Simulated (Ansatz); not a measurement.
# CHAl (singlet): RKS PBE0, RPA-PBE over a scan of the distance Al1–H3, 6-31G

How well do these functionals follow the top wave-function level for CHAl (singlet) over a scan of the distance Al1–H3?

Program: Ansatz 0.2.0, Gaussian basis. Level of theory: 6-31G, all electrons in the functionals, frozen cores in the correlation of double hybrids and RPA. These are calculated values, not measurements.

Plan: RKS PBE0, RPA-PBE, at 1.276 Å; 1.407 Å; 1.591 Å; 1.767 Å; 1.897 Å; 2.164 Å; 2.506 Å; 2.991 Å; 3.513 Å; 4.268 Å; 5.391 Å.

17 further runs of the same task are left out: 2 for a mislabelled method, 11 that didn't finish, 4 set aside as unsound or not needed.

### 1 What is computed

The geometry derives from a PBE0/def2-TZVP stationary point (not a proven minimum). One bond is set to the value named and the two fragments are kept rigid.

3 atoms, charge 0, spin multiplicity 1.

Atoms are counted from 1 here; the program's logs count them from 0.

Bond lengths: Al1–C2 1.924 Å, Al1–H3 1.591 Å. Angles: C2–Al1–H3 180.0°.

No dispersion term is added.

The geometry shown and the zero of energy belong to the point 1.591 Å. The yardstick, FCI, and other wave-function levels (R restricted, U unrestricted, valence and pair active spaces) come from earlier runs.

### 2 RKS PBE0, 1.276 Å

in.yaml

```yaml
crystal:
  periodic: [false, false, false]
  atoms:
    - {symbol: Al, position_ang: [0.000000, 0.000000, 0.215843]}
    - {symbol: C, position_ang: [0.000000, 0.000000, -1.707686]}
    - {symbol: H, position_ang: [0.000000, 0.000000, 1.491843]}
basis:
  gaussian: {orbitals: 6-31G}
hamiltonian: {xc: {name: PBE0}}
```

Launch:

```sh
$ ansatz run in.yaml --threads 1 --pin off --events-out ev --progress --plain --max-ram 2393MiB
```

After this run come: RKS PBE0, 1.407 Å; RKS PBE0, 1.591 Å; RKS PBE0, 1.767 Å; RKS PBE0, 1.897 Å; RKS PBE0, 2.164 Å; RKS PBE0, 2.506 Å; RKS PBE0, 2.991 Å; RKS PBE0, 3.513 Å; RKS PBE0, 4.268 Å; RKS PBE0, 5.391 Å; RPA-PBE, 1.276 Å; RPA-PBE, 1.407 Å; RPA-PBE, 1.591 Å; RPA-PBE, 1.767 Å; RPA-PBE, 1.897 Å; RPA-PBE, 2.164 Å; RPA-PBE, 2.506 Å; RPA-PBE, 2.991 Å; RPA-PBE, 3.513 Å; RPA-PBE, 4.268 Å; RPA-PBE, 5.391 Å.

Q: Predict the results of all the runs planned. Wanted: span of the FCI curve; largest miss, RKS PBE0.

**Answer**, as computed:

```
              quantity                value
 span of the FCI curve             1.566 eV
largest miss, RKS PBE0  +3.218 eV (5.391 Å)
```

What this shows: RKS PBE0 strays by up to 3.218 eV, at 5.391 Å. Functionals and the yardstick converge differently with the basis, so part of each miss in 6-31G is the basis.
